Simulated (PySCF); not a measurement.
NMR parameters of [B2H7]-

[B2H7]-, point group D3.

Geometry:
```
atom   x (Å)   y (Å)   z (Å)
  B1   0.999   0.432  -0.748
  H2  -0.001   0.004   0.001
  B3  -0.999  -0.432   0.747
  H4   0.639   1.554  -1.093
  H5   1.959   0.415   0.017
  H6   1.053  -0.392  -1.656
  H7  -1.896  -0.643  -0.064
  H8  -1.212   0.502   1.516
  H9  -0.542  -1.440   1.280
```

Total charge -1.

GIAO calculations in PySCF 2.14.0 with density-fitted response routines on the PBE0-D3(BJ)/def2-SVP structure: isolated species, non-relativistic, equivalent atoms averaged; basis pcSseg-1.

Q: Give the isotropic shieldings (ppm) with KT2, PBE0.

A: 
| atoms | environment | KT2 | PBE0 |
| --- | --- | --- | --- |
| B1/B3 | boron bonded to 4 H | 120.9 | 120.5 |
| H4/H5/H6/H7/H8/H9 | hydrogen on a boron | 29.28 | 29.37 |
| H2 | bridging hydrogen | 39.53 | 39.68 |
| HOMO–LUMO gap (eV) | – | 6.42 | 8.71 |

Q: And the chemical shifts, against references computed in the same way?

A: 
```
            atoms  nucleus, reference    KT2   PBE0
            B1/B3       ¹¹B, BF3·OEt2  -21.0  -19.8
H4/H5/H6/H7/H8/H9             ¹H, TMS   1.89   1.90
               H2             ¹H, TMS  -8.35  -8.41
```

Q: Which part of the shielding of B1/B3 depends on the functional?

A: Diamagnetic: KT2 193, PBE0 190 ppm; paramagnetic: KT2 -72, PBE0 -69 ppm.

Q: What couplings does B3LYP/pcJ-1 give?

A: ¹J(B1,H4) = 116.5, ¹J(B1,H2) = 42.4, ²J(H2,H4) = -7.7, ²J(B1,B3) = -5.7, ²J(H4,H5) = -5.5, ³J(B1,H7) = 2.1 Hz (averaged over equivalent pairs; isotopes ¹¹B, ¹H).
